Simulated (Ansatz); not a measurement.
Reaction: C2H6Si (SMILES C([SiH3])=C) → SiH3 (SMILES [SiH3], doublet) + C2H3 (SMILES [CH]=C, doublet) (the C-Si bond breaks)
Each species at its own B3LYP-D3(BJ)/def2-TZVP minimum (Ansatz, a program for electronic structure).

Total energies in hartree (Ansatz). UHF or UKS for unpaired electrons; spin-orbit terms are left out. Cores are frozen in correlated methods. No relativity. The UHF reference of C2H3 ([CH]=C, doublet) is spin-contaminated (<S^2> up to 0.19 over the pure value in the sets run).

| species | HF/cc-pV(T+d)Z | CCSD(T)/cc-pV(T+d)Z | HF/cc-pV(Q+d)Z | CCSD(T)/cc-pV(Q+d)Z | CCSD(T)/cc-pV(D+d)Z | CCSDT(Q)/cc-pV(D+d)Z |
|---|---|---|---|---|---|---|
| 1: C2H6Si (ethenylsilane, SMILES C=C[SiH3]) | -368.17813 | -368.69745 | -368.18696 | -368.73185 | -368.57819 | -368.58009 |
| 2: SiH3 (SMILES [SiH3], doublet) | -290.64257 | -290.78856 | -290.64619 | -290.79897 | -290.75358 | -290.75426 |
| 3: C2H3 (SMILES [CH]=C, doublet) | -77.41972 | -77.75200 | -77.42479 | -77.77372 | -77.67385 | -77.67568 |

Question: Work out the bond dissociation energy (electronic) in kJ/mol: take Hartree-Fock from cc-pV(Q+d)Z, extrapolate the CCSD(T) correlation energy as X^-3 (X = 3, 4), and add CCSDT(Q) - CCSD(T) in cc-pV(D+d)Z. 1 hartree = 2625.5 kJ/mol.

Answer: 
Species 1: correlation (64·(-0.54489) - 27·(-0.51932))/37 = -0.56355; step -0.00190; E1 = -368.18696 + (-0.56355) + (-0.00190) = -368.75241
Species 2: correlation (64·(-0.15278) - 27·(-0.14599))/37 = -0.15773; step -0.00068; E2 = -290.64619 + (-0.15773) + (-0.00068) = -290.80460
Species 3: correlation (64·(-0.34893) - 27·(-0.33228))/37 = -0.36108; step -0.00183; E3 = -77.42479 + (-0.36108) + (-0.00183) = -77.78770
-1·E1 +1·E2 +1·E3 = 0.16011 hartree = 420.4 kJ/mol.
